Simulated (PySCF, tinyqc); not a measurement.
Worked calculation: coupled-perturbed Hartree-Fock on RHF in the sto-3g basis, for LiH, spin multiplicity 1. The lowest restricted solution is unstable here: a spin-polarised one lies 0.0068 hartree lower (PySCF). Computed by tinyqc, a small Python program that keeps every step (integrals from PySCF). Settings: charge = 0, multiplicity = 1, basis = sto-3g, method = RHF, energy threshold = 1e-10, iteration cap = 89, orthogonalisation = symmetric, start = Wolfsberg-Helmholz matrix, DIIS depth = 6. Command: `OMP_NUM_THREADS=1 python tinyqc.py 25494 25495 out.jsonl` (the two numbers bound the seeds that draw the settings). One thread of a shared host (Intel(R) Xeon(R) Processor @ 2.60GHz), about 0.1 s of CPU time with the checks. The early iterations of the SCF are left out here.

## One-electron integrals

Geometry (angstrom):
```
atom         x         y         z
Li    0.000000  0.000000  0.000000
H     0.000000  0.000000  2.232000
```

Basis sto-3g: exponents (1/bohr^2) and contraction coefficients of normalised primitives:
```
element  l (shell)   exponent  coefficient
Li           s (1)  16.119575     0.154329
Li           s (1)   2.936201     0.535328
Li           s (1)   0.794651     0.444635
Li           s (2)   0.636290    -0.099967
Li           s (2)   0.147860     0.399513
Li           s (2)   0.048089     0.700115
Li           p (3)   0.636290     0.155916
Li           p (3)   0.147860     0.607684
Li           p (3)   0.048089     0.391957
H            s (1)   3.425251     0.154329
H            s (1)   0.623914     0.535328
H            s (1)   0.168855     0.444635
```

Overlap, kinetic and nuclear-attraction integrals over the contracted functions; the nuclear repulsion is the sum of Za Zb / Rab.

nuclear repulsion = 0.71125969 hartree

overlap S, lower triangle:
```
           1Li 1s    1Li 2s   1Li 2px   1Li 2py   1Li 2pz     2H 1s
1Li 1s   1.000000
1Li 2s   0.241137  1.000000
1Li 2px  0.000000  0.000000  1.000000
1Li 2py  0.000000  0.000000  0.000000  1.000000
1Li 2pz  0.000000  0.000000  0.000000  0.000000  1.000000
2H 1s    0.016059  0.248420  0.000000  0.000000  0.362483  1.000000
```

kinetic energy T (hartree), lower triangle:
```
            1Li 1s    1Li 2s   1Li 2px   1Li 2py   1Li 2pz     2H 1s
1Li 1s    3.576786
1Li 2s   -0.020237  0.102163
1Li 2px   0.000000  0.000000  0.319682
1Li 2py   0.000000  0.000000  0.000000  0.319682
1Li 2pz   0.000000  0.000000  0.000000  0.000000  0.319682
2H 1s    -0.006688  0.010706  0.000000  0.000000  0.047736  0.760032
```

nuclear attraction V (hartree), lower triangle:
```
            1Li 1s     1Li 2s    1Li 2px    1Li 2py    1Li 2pz      2H 1s
1Li 1s   -8.219968
1Li 2s   -1.021513  -1.435612
1Li 2px   0.000000   0.000000  -1.404395
1Li 2py   0.000000   0.000000   0.000000  -1.404395
1Li 2pz  -0.008276  -0.086162   0.000000   0.000000  -1.469087
2H 1s    -0.064731  -0.385473   0.000000   0.000000  -0.568389  -1.937799
```

core Hamiltonian H = T + V (hartree), lower triangle:
```
            1Li 1s     1Li 2s    1Li 2px    1Li 2py    1Li 2pz      2H 1s
1Li 1s   -4.643182
1Li 2s   -1.041751  -1.333449
1Li 2px   0.000000   0.000000  -1.084714
1Li 2py   0.000000   0.000000   0.000000  -1.084714
1Li 2pz  -0.008276  -0.086162   0.000000   0.000000  -1.149405
2H 1s    -0.071419  -0.374767   0.000000   0.000000  -0.520653  -1.177767
```

## Two-electron integrals

Functions are numbered as in S; the eight-fold symmetry (ij|kl) = (ji|kl) = (kl|ij) leaves the list below.

Two-electron integrals (ij|kl) in chemists' order, unique and non-zero (hartree):
```
(11|11) 1.680395   (21|11) 0.265420   (21|21) 0.049941   (22|11) 0.397727
(22|21) 0.092860   (22|22) 0.290562   (31|31) 0.008981   (32|31) 0.013788
(32|32) 0.064184   (33|11) 0.396640   (33|21) 0.092880   (33|22) 0.290497
(33|33) 0.312946   (41|41) 0.008981   (42|41) 0.013788   (42|42) 0.064184
(43|43) 0.016869   (44|11) 0.396640   (44|21) 0.092880   (44|22) 0.290497
(44|33) 0.279207   (44|44) 0.312946   (51|51) 0.008981   (52|51) 0.013788
(52|52) 0.064184   (53|53) 0.016869   (54|54) 0.016869   (55|11) 0.396640
(55|21) 0.092880   (55|22) 0.290497   (55|33) 0.279207   (55|44) 0.279207
(55|55) 0.312946   (61|11) 0.016709   (61|21) 0.003186   (61|22) 0.006123
(61|33) 0.006046   (61|44) 0.006046   (61|51) 0.000427   (61|52) 0.000835
(61|55) 0.006280   (61|61) 0.000227   (62|11) 0.073601   (62|21) 0.017556
(62|22) 0.062940   (62|33) 0.059237   (62|44) 0.059237   (62|51) 0.002677
(62|52) 0.019920   (62|55) 0.070291   (62|61) 0.001374   (62|62) 0.027914
(63|31) 0.000987   (63|32) 0.005502   (63|53) 0.002601   (63|63) 0.001403
(64|41) 0.000987   (64|42) 0.005502   (64|54) 0.002601   (64|64) 0.001403
(65|11) 0.102185   (65|21) 0.024509   (65|22) 0.090038   (65|33) 0.083865
(65|44) 0.083865   (65|51) 0.004111   (65|52) 0.030809   (65|55) 0.102300
(65|61) 0.001956   (65|62) 0.042651   (65|65) 0.065514   (66|11) 0.237042
(66|21) 0.057137   (66|22) 0.225403   (66|33) 0.206807   (66|44) 0.206807
(66|51) 0.008231   (66|52) 0.080626   (66|55) 0.262460   (66|61) 0.004494
(66|62) 0.132624   (66|65) 0.207696   (66|66) 0.774606
```

## Orthogonalisation

S = U s U^T; symmetric (Loewdin) form X = U s^(-1/2) U^T, so that X^T S X = 1.

eigenvalues of S: 0.540502  0.806542  1.000000  1.000000  1.182809  1.470147

X, lower triangle:
```
            1Li 1s     1Li 2s   1Li 2px   1Li 2py    1Li 2pz     2H 1s
1Li 1s    1.023411
1Li 2s   -0.129249   1.051588
1Li 2px   0.000000   0.000000  1.000000
1Li 2py   0.000000   0.000000  0.000000  1.000000
1Li 2pz  -0.005759   0.040742  0.000000  0.000000   1.057623
2H 1s     0.017917  -0.145930  0.000000  0.000000  -0.207345  1.085290
```

## Iteration 9 (converged): orbitals

converged F (hartree), lower triangle:
```
            1Li 1s     1Li 2s   1Li 2px   1Li 2py    1Li 2pz      2H 1s
1Li 1s   -2.366398
1Li 2s   -0.643121  -0.207741
1Li 2px   0.000000   0.000000  0.159679
1Li 2py   0.000000   0.000000  0.000000  0.159679
1Li 2pz   0.013856  -0.059003  0.000000  0.000000   0.062520
2H 1s    -0.044419  -0.189459  0.000000  0.000000  -0.187029  -0.074225
```

Diagonalise F' = X^T F X, C = X C', fill 2 alpha and 2 beta electrons from the bottom; D = 2 C_occ C_occ^T. Each column has its largest component positive (the first on a tie).

F' = X^T F X (hartree), lower triangle:
```
           1          2         3         4          5         6
1  -2.312812
2  -0.360888  -0.042420
3   0.000000   0.000000  0.159679
4   0.000000   0.000000  0.000000  0.159679
5   0.011165   0.001104  0.000000  0.000000   0.146489
6   0.023870  -0.189905  0.000000  0.000000  -0.223039  0.052226
```

orbital energies (hartree): MO1 -2.368855, MO2 -0.230389, MO3 0.069668, MO4 0.159679, MO5 0.159679, MO6 0.373060

coefficients C:
```
               MO1        MO2        MO3        MO4       MO5        MO6
1Li 1s    0.991506  -0.148660  -0.215882   0.000000  0.000000   0.112430
1Li 2s    0.033190   0.506208   0.799568   0.000000  0.000000  -0.498840
1Li 2px   0.000000   0.000000   0.000000  -0.003587  0.999994   0.000000
1Li 2py   0.000000   0.000000   0.000000   0.999994  0.003587   0.000000
1Li 2pz  -0.004365   0.322279  -0.585656   0.000000  0.000000  -0.846390
2H 1s    -0.001738   0.603480  -0.216608   0.000000  0.000000   0.911785
```

D after iteration 9, lower triangle:
```
            1Li 1s    1Li 2s   1Li 2px   1Li 2py   1Li 2pz     2H 1s
1Li 1s    2.010367
1Li 2s   -0.084688  0.514696
1Li 2px   0.000000  0.000000  0.000000
1Li 2py   0.000000  0.000000  0.000000  0.000000
1Li 2pz  -0.104475  0.325991  0.000000  0.000000  0.207766
2H 1s    -0.182873  0.610857  0.000000  0.000000  0.388993  0.728383
```

Within a degenerate level the vectors are fixed only up to a rotation; this is one choice.

## Convergence

Stop when the energy changes by less than 1e-10 hartree and every element of the error matrix X^T (F D S - S D F) X is below 3e-06.

Course of the cycle:
```
iteration  E (hartree)     change  largest element of the error matrix
1          -7.78767597          -                             4.17e-02
2          -7.79807447  -1.04e-02                             2.58e-02
3          -7.80336470  -5.29e-03                             1.11e-02
4          -7.80410364  -7.39e-04                             2.36e-03
5          -7.80412918  -2.55e-05                             1.08e-04
6          -7.80412919  -1.64e-08                             4.82e-05
7          -7.80412919   3.02e-10                             4.82e-05
8          -7.80412920  -4.72e-09                             5.85e-09
9          -7.80412920  -3.55e-15                             1.56e-10
```

PySCF RHF in the same basis = -7.80412920 hartree

Converged in 9 iterations.

## Integrals over molecular orbitals

(pq|rs) = sum C_ip C_jq C_kr C_ls (ij|kl), one index at a time.

one-electron integrals over orbitals h = C^T H C (hartree), lower triangle:
```
           1          2          3          4          5          6
1  -4.634318
2   0.095469  -1.281827
3   0.160962   0.010668  -1.089102
4   0.000000   0.000000   0.000000  -1.084714
5   0.000000   0.000000   0.000000   0.000000  -1.084714
6  -0.052267   0.050300   0.018399   0.000000   0.000000  -1.017512
```

Two-electron integrals over orbitals (pq|rs), unique and non-zero (hartree):
```
(11|11) 1.659352    (21|11) -0.097886   (21|21) 0.009970    (22|11) 0.308041
(22|21) 0.002417    (22|22) 0.445327    (31|11) -0.142074   (31|21) 0.010658
(31|22) -0.010707   (31|31) 0.022037    (32|11) 0.030937    (32|21) -0.002526
(32|22) -0.061885   (32|31) -0.000293   (32|32) 0.023717    (33|11) 0.389804
(33|21) -0.008622   (33|22) 0.212458    (33|31) 0.000754    (33|32) 0.015593
(33|33) 0.326162    (41|41) 0.009804    (42|41) 0.007270    (42|42) 0.021030
(43|41) 0.010403    (43|42) 0.020607    (43|43) 0.041390    (44|11) 0.396343
(44|21) -0.003548   (44|22) 0.241271    (44|31) -0.005071   (44|32) 0.015384
(44|33) 0.278932    (44|44) 0.312946    (51|51) 0.009804    (52|51) 0.007270
(52|52) 0.021030    (53|51) 0.010403    (53|52) 0.020607    (53|53) 0.041390
(54|54) 0.016869    (55|11) 0.396343    (55|21) -0.003548   (55|22) 0.241271
(55|31) -0.005071   (55|32) 0.015384    (55|33) 0.278932    (55|44) 0.279207
(55|55) 0.312946    (61|11) 0.068057    (61|21) -0.009005   (61|22) -0.007254
(61|31) -0.004434   (61|32) 0.002814    (61|33) 0.011694    (61|44) 0.001615
(61|55) 0.001615    (61|61) 0.010713    (62|11) -0.082766   (62|21) 0.001282
(62|22) 0.106227    (62|31) 0.004387    (62|32) -0.046905   (62|33) -0.018163
(62|44) -0.039271   (62|55) -0.039271   (62|61) 0.001182    (62|62) 0.131451
(63|11) 0.024978    (63|21) -0.002182   (63|22) -0.059846   (63|31) 0.003942
(63|32) 0.019588    (63|33) 0.036922    (63|44) 0.009256    (63|55) 0.009256
(63|61) 0.004555    (63|62) -0.041014   (63|63) 0.032925    (64|41) -0.005713
(64|42) -0.018128   (64|43) -0.011534   (64|64) 0.018972    (65|51) -0.005713
(65|52) -0.018128   (65|53) -0.011534   (65|65) 0.018972    (66|11) 0.350043
(66|21) 0.000610    (66|22) 0.416325    (66|31) -0.010505   (66|32) -0.050026
(66|33) 0.238830    (66|44) 0.256741    (66|55) 0.256741    (66|61) -0.005220
(66|62) 0.092342    (66|63) -0.046917   (66|66) 0.410827
```

## Response to a field: uncoupled start

dipole integrals <a|z|i> (bohr):
```
           i1         i2
a3  -0.131814  -0.857769
a4   0.000000   0.000000
a5   0.000000   0.000000
a6  -0.145544   1.134223
```

Field along z; U_ai = -mu_ai / (e_a - e_i), alpha = -4 sum U_ai mu_ai.

uncoupled U:
```
          i1         i2
a3  0.054055   2.858693
a4  0.000000   0.000000
a5  0.000000   0.000000
a6  0.053081  -1.879570
```

uncoupled polarisability = 18.395206 bohr^3

## Coupled step 1

U_ai = -(mu_ai + sum_bj [4 (ai|bj) - (ab|ij) - (aj|bi)] U_bj) / (e_a - e_i); alpha = -4 sum U_ai mu_ai.

U after step 1:
```
          i1         i2
a3  0.066023   3.695384
a4  0.000000   0.000000
a5  0.000000   0.000000
a6  0.052567  -1.566686
```

polarisability = 19.852448 bohr^3

## Coupled step 2

As before.

U after step 2:
```
          i1         i2
a3  0.062776   4.173438
a4  0.000000   0.000000
a5  0.000000   0.000000
a6  0.049577  -1.443504
```

polarisability = 20.930370 bohr^3

## Coupled polarisability

Repeat until U stops changing; compare with -d2E/dF2.

Course of the coupled iterations:
```
step  alpha (bohr^3)
0          18.395206
1          19.852448
2          20.930370
3          21.503110
4          21.814231
5          21.983125
6          22.074833
7          22.124632
8          22.151673
9          22.166357
10         22.174331
11         22.178661
...              ...
20         22.183785
21         22.183795
22         22.183800
23         22.183803
24         22.183804
25         22.183805
26         22.183806
27         22.183806
28         22.183806
29         22.183806
30         22.183806
31         22.183806
```

coupled polarisability = 22.183806 bohr^3

finite-field check, fields of +/-0.001 au = 22.189212 bohr^3
